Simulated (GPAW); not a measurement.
**CH4FSi (SMILES FC[SiH2]): levels of theory compared**

Wanted: a comparison of 5 runs (UPBE/real-space grid, UWC/real-space grid, UBLYP/dzp, UPBE-D3(BJ)/dzp, UPBE/dzp) of CH4FSi. 

The results are computed with GPAW 26.7.0.

1 further run of the same task is left out (set aside as unsound or not needed).

**1. The system as given**

CH4FSi: 7 atoms, total charge 0, spin state doublet. As SMILES, `FC[SiH2]`. The shape is that of a GFN2-xTB optimisation. This is one conformer, not always the lowest.

Bond lengths: F1–C2 1.381 Å, C2–Si3 1.915 Å, C2–H4 1.094 Å, C2–H5 1.096 Å, Si3–H6 1.455 Å, Si3–H7 1.457 Å. Angles: F1–C2–Si3 110.5°, F1–C2–H4 106.4°, F1–C2–H5 106.0°, Si3–C2–H4 113.1°, Si3–C2–H5 112.2°, C2–Si3–H6 111.4°, C2–Si3–H7 109.2°, H4–C2–H5 108.3°, H6–Si3–H7 116.0°.

**2. The charge distribution at UPBE/real-space grid (scalar-relativistic datasets) (run 1)**

molecule.xyz

```xyz
7

F     -1.836860    -0.025350     0.073010
C     -0.586200    -0.230660    -0.476650
Si     0.775350     0.009120     0.848120
H     -0.597080    -1.238190    -0.902400
H     -0.496440     0.488720    -1.298130
H      0.669960     1.311040     1.488860
H      2.071270    -0.314670     0.267190
```

molecule_sp.py

```python
import numpy as np
from ase.io import read
from ase.units import Debye
from gpaw import GPAW

atoms = read("molecule.xyz")
atoms.center(vacuum=4.5)
atoms.set_initial_magnetic_moments([0.333333, 0.333333, 0.333333, 0.0, 0.0, 0.0, 0.0])

calculator = GPAW(mode="fd",
                  maxiter=150,
                  xc="PBE",
                  symmetry="off",
                  h=0.18,
                  occupations={"name": "fermi-dirac", "width": 0.0, "fixmagmom": True},
                  txt="-")
atoms.calc = calculator

energy = atoms.get_potential_energy()
print(f"Energy                  {energy:.5f} eV")
forces = atoms.get_forces()
print("Forces (eV/Ang)")
for symbol, f in zip(atoms.symbols, forces):
    print(f'{symbol:2} {f[0]:9.4f} {f[1]:9.4f} {f[2]:9.4f}')
dipole = atoms.get_dipole_moment() / Debye
print(f"Dipole = {np.linalg.norm(dipole):.3f} D")
print("Moments:", atoms.get_magnetic_moments().round(3))
```

The run is started by

```console
OMP_NUM_THREADS=1 python molecule_sp.py
```

The program printed:

```text
[...]
Number of symmetries: 1
[...]
  Number of IBZ points: 1
[...]
Spin-components: 2 (collinear spins)
Bands:           16
[...]
  Valence electrons: 19.0
[...]
  Grid points: [72 64 64]
  Charge: 0.0  # |e|
[...]
    cutoffs:
[...]
occupation numbers:
  Fixed magnetic moment: 1.000
[...]
xc functional:
  name: PBE with 2 nearest neighbor stencil
[...]
|iter     |     time |      energy | eigst |  dens |  magmom |
[...]
|iter:   1| 00:00:30 |  -32.425696 | +1.15 |       |  +0.9960|
[...]
|iter:  15| 00:03:32 |  -30.662009c| -7.60c| -5.74c|  +1.0000|
Converged in 15 steps
[...]
Energy contributions relative to reference atoms: (reference = -11678.013800)
Energy contributions:
  Kinetic:          37.618051
  Coulomb:         -38.819294
  Zero:              0.273648
  External:          0.000000
  Xc:              -29.734415
  Entropy:           0.000000
  Spinorbit:         0.000000
  ----------------------------
  Free energy:     -30.662009
  Extrapolated:    -30.662009
dipole moment: (0.257294, -0.026597, -0.188334)  # |e|*Ang
Total magnetic moment: (0.000000, 0.000000, 0.999999)
Local magnetic moments
|        x |        y |         z |
|----------|----------|-----------|
| 0.000000 | 0.000000 | -0.000908 |  # F    0
| 0.000000 | 0.000000 |  0.005749 |  # C    1
| 0.000000 | 0.000000 |  0.297032 |  # Si   2
| 0.000000 | 0.000000 |  0.000962 |  # H    3
| 0.000000 | 0.000000 |  0.010286 |  # H    4
| 0.000000 | 0.000000 |  0.006230 |  # H    5
| 0.000000 | 0.000000 |  0.002392 |  # H    6
Fermi levels: -5.125, -3.362
[...]
Gap: 2.154 eV
Transition (v -> c):
[...]
H     0.2867   -0.2445   -0.1342
H     0.2574    0.1365   -0.2689
H     0.0721    0.7479    0.2630
H     0.7268   -0.0139   -0.2818
Dipole = 1.537 D
Moments: [-0.001  0.006  0.297  0.001  0.01   0.006  0.002]
```

It took 3.6 min on 1 thread of AMD EPYC (Zen 3), shared host; peak memory 1 GiB.

**3. The solvation energy at UWC/real-space grid (scalar-relativistic datasets, Held-Walter continuum water) (run 2)**

molecule_solv.py

```python
import numpy as np
from ase import Atoms
from ase.units import Bohr, Debye, Pascal, kcal, m, mol
from gpaw import GPAW, setup_paths
from gpaw.atom.configurations import parameters
from gpaw.atom.generator import Generator
from gpaw.solvation import EffectivePotentialCavity, GradientSurface, LinearDielectric, Power12Potential, SolvationGPAW, SurfaceInteraction

# Geometry
positions_bohr = np.array(
              [[ -3.471162,  -0.047905,   0.137969],
               [ -1.107757,  -0.435884,  -0.900738],
               [  1.465199,   0.017234,   1.602715],
               [ -1.128318,  -2.339840,  -1.705289],
               [ -0.938136,   0.923547,  -2.453110],
               [  1.266041,   2.477507,   2.813538],
               [  3.914133,  -0.594640,   0.504916]])
system = Atoms('FCSiHHHH', positions=positions_bohr * Bohr)
system.set_cell([13.0, 13.0, 13.0])
system.center()
system.set_initial_magnetic_moments([0.333333, 0.333333, 0.333333, 0.0, 0.0, 0.0, 0.0])

# PAW datasets for this functional
for symbol in ['C', 'F', 'H', 'Si']:
    Generator(symbol, xcname='WC', scalarrel=True, nofiles=True, txt=None).run(**parameters[symbol])
setup_paths.insert(0, '.')

# DFT calculator
calc = GPAW(mode='fd',
            maxiter=100,
            xc='WC',
            h=0.22,
            symmetry='off',
            legacy_gpaw=True,
            occupations={'name': 'fermi-dirac', 'width': 0.0, 'fixmagmom': True},
            txt='-')
system.calc = calc
e_gas = system.get_potential_energy()
mu_gas = np.linalg.norm(system.get_dipole_moment()) / Debye

# Water as a continuum
solvent = dict(cavity=EffectivePotentialCavity(effective_potential=Power12Potential(atomic_radii={'H': 1.09}, u0=0.18),
                                               temperature=298.15, surface_calculator=GradientSurface()),
               dielectric=LinearDielectric(epsinf=78.36),
               interactions=[SurfaceInteraction(surface_tension=18.4e-3 * Pascal * m)])
calc = SolvationGPAW(mode='fd',
                     occupations={'name': 'fermi-dirac', 'width': 0.0, 'fixmagmom': True},
                     symmetry='off',
                     xc='WC',
                     maxiter=100,
                     h=0.22,
                     txt='-',
                     **solvent)
system.calc = calc
e_sol = system.get_potential_energy()
mu_sol = np.linalg.norm(system.get_dipole_moment()) / Debye
dg = (e_sol - e_gas) / (kcal / mol)
print(f'Solvation free energy = {dg:.2f} kcal/mol')
print(f'Dipole {mu_gas:.3f} D in gas, {mu_sol:.3f} D in solution')
```

The run is started by

```console
python3 molecule_solv.py
```

The program printed:

```text
[...]
    cutoffs:
[...]
  Total Charge: 0.000000
[...]
Number of atoms: 7
[...]
Number of bands in calculation: 16
Number of valence electrons: 19
[...]
iter:   1 hh:mm:ss   -33.161009                   +0.9962
[...]
Converged after 19 iterations.
Dipole moment: (0.259238, -0.026589, -0.189501) |e|*Ang
Total magnetic moment: (0.000000, 0.000000, 0.999999)
[...]
Fermi levels: -5.09488, -3.30606
[...]
      Finite-difference x-derivative with O(h^6) error (6 points)
      Finite-difference y-derivative with O(h^6) error (6 points)
      Finite-difference z-derivative with O(h^6) error (6 points)
    Max iterations: 1000
[...]
iter:  19 hh:mm:ss   -31.530876c  -7.49c -5.29c   +1.0000
Converged after 19 iterations.
Dipole moment: (0.345369, -0.031498, -0.287030) |e|*Ang
Total magnetic moment: (0.000000, 0.000000, 0.999999)
Local magnetic moments:
   0 F  ( 0.000000,  0.000000, -0.001088)
   1 C  ( 0.000000,  0.000000,  0.006309)
   2 Si ( 0.000000,  0.000000,  0.292644)
   3 H  ( 0.000000,  0.000000,  0.001025)
   4 H  ( 0.000000,  0.000000,  0.010176)
   5 H  ( 0.000000,  0.000000,  0.006450)
   6 H  ( 0.000000,  0.000000,  0.002025)
Energy contributions relative to reference atoms: (reference = -11664.574059)
Kinetic:        +39.093641
Potential:      -40.904819
External:        +0.000000
XC:             -30.485024
Entropy (-ST):   +0.000000
Local:           +0.633184
Interactions
 surf:           +0.132143
--------------------------
Free energy:    -31.530876
Extrapolated:   -31.530876
Solvation cavity surface area: 115.06304
[...]
   15      0.73612    0.00000      1.07805    0.00000
Fermi levels: -4.82911, -3.05526
Solvation free energy = -0.72 kcal/mol
Dipole 1.548 D in gas, 2.162 D in solution
```

It took 8.5 min on 1 thread of AMD EPYC (Zen 3), shared host; peak memory 0.97 GiB.

Run 3 isn't shown in full; the table further down has it.

**4. The charge distribution at UPBE-D3(BJ)/dzp (scalar-relativistic datasets) (run 4)**

run.py

```python
from ase.calculators.mixing import SumCalculator
from ase.io.zmatrix import parse_zmatrix
from dftd3.ase import DFTD3
from gpaw import GPAW

# Set up the molecule
atoms = parse_zmatrix("""
F
C 1 1.381459
Si 2 1.914766 1 110.47862
H 2 1.093846 1 106.42449 3 123.09386
H 2 1.095625 4 108.2862 1 -113.5321
H 3 1.454871 2 111.42348 4 -174.03396
H 3 1.456615 6 116.04092 2 125.7963
""")
atoms.center(vacuum=4.5)
atoms.set_initial_magnetic_moments([1.0, 0.0, 0.0, 0.0, 0.0, 0.0, 0.0])

# GPAW settings
dft = GPAW(mode='lcao',
           basis='dzp',
           h=0.18,
           xc='PBE',
           occupations={'name': 'fermi-dirac', 'width': 0.0, 'fixmagmom': True},
           maxiter=100,
           symmetry='off',
           txt='-')
atoms.calc = SumCalculator([DFTD3(method='PBE', damping='d3bj'), dft])

energy = atoms.get_potential_energy()
print(f'Energy = {energy:.5f} eV')
forces = atoms.get_forces()
print('Forces (eV/Ang)')
for symbol, f in zip(atoms.symbols, forces):
    print(f'{symbol:2} {f[0]:9.4f} {f[1]:9.4f} {f[2]:9.4f}')
```

The run is started by

```console
python run.py
```

The program printed:

```text
[...]
Number of symmetries: 1
[...]
  Number of IBZ points: 1
[...]
basis functions: 59
Spin-components: 2 (collinear spins)
Bands:           16
[...]
  Valence electrons: 19.0
[...]
  Grid points: [68 68 60]
  Charge: 0.0  # |e|
[...]
    cutoffs:
[...]
occupation numbers:
  Fixed magnetic moment: 1.000
[...]
xc functional:
  name: PBE with 2 nearest neighbor stencil
[...]
|iter     |     time |      energy | eigst |  dens |  magmom |
[...]
|iter:   1| 00:00:27 |  -29.547206 |      c|       |  +0.9960|
[...]
|iter:  10| 00:01:15 |  -29.112646c|      c| -4.10c|  +1.0000|
Converged in 10 steps
[...]
Energy contributions relative to reference atoms: (reference = -11678.013800)
Energy contributions:
  Kinetic:          33.793831
  Coulomb:         -33.389366
  Zero:              0.280286
  External:          0.000000
  Xc:              -29.797398
  Entropy:           0.000000
  Spinorbit:         0.000000
  ----------------------------
  Free energy:     -29.112646
  Extrapolated:    -29.112646
dipole moment: (0.269891, -0.051565, -0.014781)  # |e|*Ang
Total magnetic moment: (0.000000, 0.000000, 0.999987)
Local magnetic moments
|        x |        y |         z |
|----------|----------|-----------|
| 0.000000 | 0.000000 | -0.000752 |  # F    0
| 0.000000 | 0.000000 |  0.004450 |  # C    1
| 0.000000 | 0.000000 |  0.306133 |  # Si   2
| 0.000000 | 0.000000 |  0.000941 |  # H    3
| 0.000000 | 0.000000 |  0.010334 |  # H    4
| 0.000000 | 0.000000 |  0.005383 |  # H    5
| 0.000000 | 0.000000 |  0.001732 |  # H    6
Fermi levels: -1.457, -4.072
[...]
Gap: 3.441 eV
Transition (v -> c):
[...]
Forces (eV/Ang)
F    -1.4902    0.2397   -0.0654
C     0.3015    0.5468   -0.0658
Si   -0.6465   -0.6002    0.9432
H     0.5658   -0.3293    0.6273
H     0.5413   -0.3647   -0.6566
H    -0.2239    0.4765   -0.7942
H     0.9533    0.0837   -0.0810
```

Run time: 79 s. Hardware: 1 thread of AMD EPYC (Zen 3), shared host; peak memory 1 GiB.

**5. The charge distribution at UPBE/dzp (scalar-relativistic datasets) (run 5)**

gs_sp.py

```python
import numpy as np
from ase import Atoms
from ase.units import Bohr, Debye
from gpaw import GPAW

# Atomic positions
positions_bohr = np.array(
              [[ -3.471162,  -0.047905,   0.137969],
               [ -1.107757,  -0.435884,  -0.900738],
               [  1.465199,   0.017234,   1.602715],
               [ -1.128318,  -2.339840,  -1.705289],
               [ -0.938136,   0.923547,  -2.453110],
               [  1.266041,   2.477507,   2.813538],
               [  3.914133,  -0.594640,   0.504916]])
atoms = Atoms(['F', 'C', 'Si', 'H', 'H', 'H', 'H'], positions=positions_bohr * Bohr)
atoms.center(vacuum=4.5)
atoms.set_initial_magnetic_moments([0.333333, 0.333333, 0.333333, 0.0, 0.0, 0.0, 0.0])

# Calculator
gpaw_calc = GPAW(mode='lcao',
                 basis='dzp',
                 h=0.18,
                 xc='PBE',
                 occupations={'name': 'fermi-dirac', 'width': 0.0, 'fixmagmom': True},
                 maxiter=150,
                 symmetry='off',
                 txt='-')
atoms.calc = gpaw_calc

energy = atoms.get_potential_energy()
print(f'Energy                  {energy:.5f} eV')
forces = atoms.get_forces()
print('Forces (eV/Ang)')
for symbol, f in zip(atoms.symbols, forces):
    print(f'{symbol:2} {f[0]:9.4f} {f[1]:9.4f} {f[2]:9.4f}')
dipole = atoms.get_dipole_moment() / Debye
print(f'Dipole                  {np.linalg.norm(dipole):.3f} D')
print('Moments:', atoms.get_magnetic_moments().round(3))
```

The run is started by

```console
python gs_sp.py > gs_sp.log
```

The program printed:

```text
[...]
Number of symmetries: 1
[...]
  Number of IBZ points: 1
[...]
basis functions: 59
Spin-components: 2 (collinear spins)
Bands:           16
[...]
  Valence electrons: 19.0
[...]
  Grid points: [72 64 64]
  Charge: 0.0  # |e|
[...]
    cutoffs:
[...]
occupation numbers:
  Fixed magnetic moment: 1.000
[...]
xc functional:
  name: PBE with 2 nearest neighbor stencil
[...]
|iter     |     time |      energy | eigst |  dens |  magmom |
[...]
|iter:   1| 00:00:29 |  -29.931662 |      c|       |  +0.9987|
[...]
|iter:  10| 00:01:20 |  -29.110345c|      c| -4.00c|  +1.0000|
Converged in 10 steps
[...]
Energy contributions relative to reference atoms: (reference = -11678.013800)
Energy contributions:
  Kinetic:          33.795225
  Coulomb:         -33.396341
  Zero:              0.287171
  External:          0.000000
  Xc:              -29.796400
  Entropy:           0.000000
  Spinorbit:         0.000000
  ----------------------------
  Free energy:     -29.110345
  Extrapolated:    -29.110345
dipole moment: (0.223155, -0.035570, -0.156677)  # |e|*Ang
Total magnetic moment: (0.000000, 0.000000, 1.000003)
Local magnetic moments
|        x |        y |         z |
|----------|----------|-----------|
| 0.000000 | 0.000000 | -0.000795 |  # F    0
| 0.000000 | 0.000000 |  0.004571 |  # C    1
| 0.000000 | 0.000000 |  0.306116 |  # Si   2
| 0.000000 | 0.000000 |  0.000913 |  # H    3
| 0.000000 | 0.000000 |  0.010307 |  # H    4
| 0.000000 | 0.000000 |  0.005370 |  # H    5
| 0.000000 | 0.000000 |  0.001728 |  # H    6
Fermi levels: -4.967, -3.179
[...]
Gap: 1.974 eV
Transition (v -> c):
[...]
H     0.3441   -0.7629   -0.3739
H     0.3716    0.4915   -0.6863
H     0.0636    0.8967    0.3308
H     0.8908   -0.0391   -0.3324
Dipole                  1.321 D
Moments: [-0.001  0.005  0.306  0.001  0.01   0.005  0.002]
```

Run time: 83 s. Hardware: 1 thread of AMD EPYC (Zen 3), shared host; peak memory 1 GiB.

**6. All runs side by side**

```csv
run,level,task,grid spacing,energy (Eh),dipole moment (D),HOMO energy (eV),LUMO energy (eV),wall time
1,UPBE/real-space grid (scalar-relativistic datasets),properties,0.18,-430.285900,1.54,-5.13,-3.36,3.6 min
2,"UWC/real-space grid (scalar-relativistic datasets, Held-Walter continuum water)",solvation,0.22,-429.823928,2.16,-4.83,-3.06,8.5 min
3,"UBLYP/dzp (scalar-relativistic datasets, Held-Walter continuum water)",solvation,0.18,-430.496723,1.74,-4.51,-2.99,4.8 min
4,UPBE-D3(BJ)/dzp (scalar-relativistic datasets),properties,0.18,-430.232886,1.32,-4.97,-3.18,79 s
5,UPBE/dzp (scalar-relativistic datasets),properties,0.18,-430.228877,1.32,-4.97,-3.18,83 s
```

**7. What came out**

```
                                                     quantity        value
run 5: energy as printed (from the program's reference atoms)  -29.1103 eV
                                         run 5: dipole moment       1.32 D
                    run 5: HOMO energy (highest over α and β)     -4.97 eV
                     run 5: LUMO energy (lowest over α and β)     -3.18 eV
                              run 5: largest force on an atom   1.442 eV/Å
```

**Reading.** The dipole moment (its size) runs from 1.32 D (UPBE/dzp) to 2.16 D (UWC/real-space grid). The two ends differ in method and basis and solvent. Totals of different functionals can't be ranked against each other. All runs together took 20 min, the longest 8.5 min.
